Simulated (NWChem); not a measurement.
Total energies of hydrogen cyanide (CHN)

SMILES: C#N
```xyz
3

C      0.0000     0.0000    -0.5060
N      0.0000     0.0000     0.6613
H      0.0000     0.0000    -1.5931
```
Charge 0, spin multiplicity 1.

Program: NWChem. Structure: optimised with PBE/def2-SVP, a minimum by its harmonic frequencies.

Basis set: def2-QZVP (144 functions).

| method | total energy (Ha) | relative cost |
|---|---|---|
| RHF | -92.91224 | 1 |
| MP2 | -93.28173 | under 3 |
| B2PLYP | -93.40354 | under 3 |
| PBE | -93.35319 | under 3 |
| B3LYP | -93.46897 | under 3 |
| CAM-B3LYP | -93.42058 | 30 |

Total energies of different functionals aren't comparable as a measure of quality: only differences taken within one method are. The cost column gives rough processor time relative to RHF; each entry includes its own SCF.

The correlated methods keep 2 core orbitals frozen. B3LYP has NWChem's definition, with VWN1-RPA local correlation. GW and range-separated runs recompute their integrals, the others keep them in memory, which bears on the times.
